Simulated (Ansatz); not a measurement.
`CC1=CCC=C1`, relaxed with RKS PBE-D4/def2-SVP in Ansatz from a rough embedded geometry. The force threshold is 0.03 eV/Å; the program also tests the step.

Total charge 0; spin multiplicity 1.

Start:

```xyz
14

C    -0.493    0.138    1.989
C    -0.137    0.035    0.569
C     0.600    0.884   -0.117
C     0.755    0.515   -1.588
C    -0.014   -0.834   -1.546
C    -0.543   -1.043   -0.314
H    -0.147    1.012    2.475
H    -0.171   -0.753    2.505
H    -1.656    0.136    2.116
H     1.029    1.842    0.287
H     1.799    0.283   -1.769
H     0.314    1.202   -2.241
H    -0.184   -1.520   -2.381
H    -1.149   -1.898    0.017
```

| step | energy (eV) | largest force (eV/Å) | largest move (Å) |
| --- | --- | --- | --- |
| 1 | -6338.3437 | 4.650 | 0.000 |
| 2 | -6338.7409 | 1.423 | 0.076 |
| 3 | -6338.8127 | 0.670 | 0.093 |
| 4 | -6338.8128 | 0.405 | 0.034 |
| 5 | -6338.8260 | 0.109 | 0.035 |
| 6 | -6338.8280 | 0.029 | 0.012 |

End:

```xyz
14

C    -0.543    0.121    2.028
C    -0.152    0.045    0.585
C     0.603    0.932   -0.129
C     0.743    0.449   -1.544
C    -0.033   -0.839   -1.560
C    -0.544   -1.055   -0.317
H    -0.147    1.035    2.513
H    -0.168   -0.758    2.595
H    -1.648    0.122    2.147
H     1.049    1.860    0.254
H     1.808    0.297   -1.837
H     0.344    1.184   -2.283
H    -0.152   -1.480   -2.444
H    -1.160   -1.913   -0.008
```

It took 23 s on 2 threads of a server CPU on a shared host, with 0.19 GiB of host memory at the peak.
